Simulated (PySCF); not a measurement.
Dissociation curve of SMILES C1CC1 (C3H6). The C1–H9 bond (C1 also carries C, C, H; H9 carries nothing else) is stretched with both fragments frozen at the PBE0/def2-TZVP optimised geometry.

Method: PySCF with CCSD(T) on UHF/cc-pVDZ, 3 core orbitals frozen.

**Question.** Relative to R = 1.08 Å, what are the energies at R = 1.01, 1.20, 1.34, 2.66 Å?

**Answer.** 5.6 mEh at 1.01 Å, 5.4 mEh at 1.20 Å, 24.2 mEh at 1.34 Å, 175.3 mEh at 2.66 Å.

The unrestricted determinant behind UCCSD(T) is spin-contaminated at 1.77 to 3.78 Å (<S²> up to 1.0, against 0.00 for a pure singlet).
